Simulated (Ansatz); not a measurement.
# I (solid I2 (Cmce)): energy against volume

All numbers below come from Ansatz 0.2.0, DFT, PBEsol, plane waves (420 eV) with PAW, scalar-relativistic. The PAW files were generated under PBE, with cores re-solved for the functional.

The cell is scaled uniformly from the relaxed one, with fractional coordinates and shape fixed. Energies are extrapolated to zero smearing, pressures are those at the given smearing. Because the bonds are stretched with the cell, B₀ of this curve lies above the true bulk modulus of such a structure. Magnetic state: spin not included.

A Birch-Murnaghan fit gives V₀ = 39.73 Å³/atom, B₀ = 29 GPa, B₀′ = 5.1.

Q: What are the energy above the minimum and the pressure at 36.553 Å³/atom?

A: 27.0 meV/atom and 2.97 GPa as computed.

Q: What are the energy above the minimum and the pressure at 38.143 Å³/atom?

A: 6.2 meV/atom and 1.30 GPa as computed.

Q: What are the energy above the minimum and the pressure at 42.910 Å³/atom?

A: 19.6 meV/atom and -1.82 GPa as computed.
